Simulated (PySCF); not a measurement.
2,3-dichloro-1-propene, C₃H₄Cl₂, SMILES C=C(Cl)CCl, point group Cs.

Force field and properties: B3LYP/pcSseg-1 (PySCF, grid level 2). Vibrational terms come from second-order perturbation theory with semi-diagonal cubic constants, by steps of ±0.6 along the normal coordinates of each isotopologue. The parent has the commonest isotopes.

Equilibrium geometry (Å):

| atom | x | y | z |
| --- | --- | --- | --- |
| C1 | 1.3899 | -0.3591 | -0.0538 |
| C2 | 0.3170 | 0.4143 | -0.0889 |
| Cl3 | 0.4701 | 2.1620 | -0.3413 |
| C4 | -1.1289 | 0.0384 | 0.0597 |
| Cl5 | -1.4021 | -1.7294 | 0.3246 |
| H6 | 1.2783 | -1.4273 | 0.1016 |
| H7 | 2.3861 | 0.0515 | -0.1774 |
| H8 | -1.5697 | 0.5590 | 0.9134 |
| H9 | -1.6862 | 0.3145 | -0.8387 |

Problem. Give the equilibrium and ground-state rotational constants (MHz) of parent; ²H at 6.

Solution. 
```json
{"species": "parent", "Ae": "8235.2", "Be": "1466.2", "Ce": "1254.4", "A0": "8156.6", "B0": "1458.5", "C0": "1246.9", "Δ0 (u Å²)": "-3.163", "harmonic ZPE (cm⁻¹)": "13617"}
{"species": "²H at 6", "Ae": "7697", "Be": "1464.3", "Ce": "1239.8", "A0": "7628.7", "B0": "1456.7", "C0": "1232.5", "Δ0 (u Å²)": "-3.156", "harmonic ZPE (cm⁻¹)": "12924"}
```

Δ0 = Ic − Ia − Ib from the ground-state constants.

Problem. How is the parent's vibrational correction B0 − Be made up?

Solution. 
| axis | harmonic | Coriolis | cubic | total (MHz) |
| --- | --- | --- | --- | --- |
| a | 14.1 | -16.5 | -76.2 | -78.6 |
| b | 1.13 | -0.613 | -8.21 | -7.69 |
| c | 0.437 | -0.181 | -7.73 | -7.47 |

Problem. And its quartic centrifugal distortion constants from the harmonic force field?

Solution. Asymmetric top, A reduction, Ir representation: ΔJ = 0.107 kHz, ΔJK = 0.632 kHz, ΔK = 10.1 kHz, δJ = 0.017 kHz, δK = 0.613 kHz.

Problem. Which nuclear quadrupole couplings χaa, χbb, χcc (MHz) does the parent show, at equilibrium and averaged?

Solution. 35Cl at 3: -58.5, 22.9, 35.6 and -58.0, 22.6, 35.4; 35Cl at 5: -68.2, 26.3, 41.9 and -67.9, 26.4, 41.5.

A mode lies under 250 cm⁻¹, where this perturbation treatment is rough. Internal rotors are held in one well.
